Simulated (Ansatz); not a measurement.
`NC1=C(F)C1`. Charge 0, multiplicity 1.

Z-matrix (Å, degrees):
```
C
C 1 1.469
C 1 1.525 2 50.8
H 1 1.097 2 120.7 3 103.7
H 1 1.095 2 120.7 3 -104.3
F 2 1.319 1 143.2 3 -170.8
N 3 1.361 1 140.3 2 170.8
H 7 1.008 3 114.8 1 42.3
H 7 1.008 3 115.2 1 175.5
```

Q: What are the harmonic wavenumbers in cm⁻¹ at PBE0-D4/def2-TZVP (Ansatz, finite differences of forces, unscaled)? (An estimate is asked.)

A: The calculation gave: 165, 267, 330, 456, 530, 607, 753, 819, 990, 1090, 1119, 1154, 1292, 1346, 1526, 1643, 2058, 3004, 3060, 3577, 3677.

Q: Is this a minimum?

A: Yes, all 21 modes are real.

Q: Give the ideal-gas thermochemistry at 298.15 K and 1 bar (rigid rotor, harmonic oscillator; point group C1, symmetry number 1).

A: Zero-point energy 176.2 kJ/mol; H(298) − E = 192.4 kJ/mol; entropy 301.9 J/(mol·K), of which translation 162.4, rotation 106.2, vibration 33.3; G(298) − E = 102.4 kJ/mol.

Q: And at 400, 500, 600, 800 and 1000 K?

A: 
```tsv
T (K)	H − E (kJ/mol)	S (J/mol/K)	G − E (kJ/mol)
400	201.7	328.6	70.3
500	212.5	352.5	36.2
600	224.5	374.6	-0.2
800	251.8	413.7	-79.1
1000	282.2	447.5	-165.3
```
